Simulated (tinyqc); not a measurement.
Stretching all distances: RHF, UHF, MP2, CISD and CCSD against full CI in the sto-3g basis, for H2O, spin multiplicity 1. Computed by the program tinyqc with PySCF. All coordinates are multiplied by the scale. c0^2 is the weight of the RHF determinant in the lowest singlet FCI state (UHF is spin-contaminated and may lie near states of higher spin) and n(LUMO) the first natural occupation beyond the occupied space.

Geometry (angstrom):
```
atom       x        y       z
O     0.0000   0.0000  0.0000
H     0.0000   0.7480  0.4890
H     0.0000  -0.7480  0.4890
```

Full CI energy (hartree) and errors against it (kcal/mol):
```
scale  distance 1-2 (angstrom)     E(FCI)      RHF     UHF     MP2    CISD    CCSD  <S^2> UHF   c0^2  n(LUMO)
0.890                    0.795  -74.87383   19.670  19.670   4.953   0.151   0.044      0.000  0.987    0.013
1.130                    1.010  -75.01189   34.685  34.685  10.353   0.612   0.111      0.000  0.967    0.034
1.380                    1.233  -74.96423   60.565  60.565  20.449   2.500   0.303      0.000  0.917    0.091
1.620                    1.448  -74.88565   96.718  62.538  34.680   7.672   0.605      1.094  0.827    0.197
1.860                    1.662  -74.81904  143.200  38.575  51.863  17.978  -0.020      1.598  0.694    0.360
2.100                    1.877  -74.77598  196.746  18.657  69.799  32.816  -4.631      1.823  0.533    0.553
```

What does the comparison show, and why?

UHF parts from RHF first at scale 1.62 of those listed, where <S^2> leaves zero. The weight c0^2 goes from 0.99 to 0.53 and n(LUMO) from 0.01 to 0.55: static correlation grows as the bonds break into open-shell fragments. The spread of the error along the curve, which distorts its shape, is CCSD 5.2, CISD 32.7, UHF 43.9, MP2 64.8, RHF 177.1 kcal/mol. Below FCI somewhere: CCSD, as non-variational methods may be.
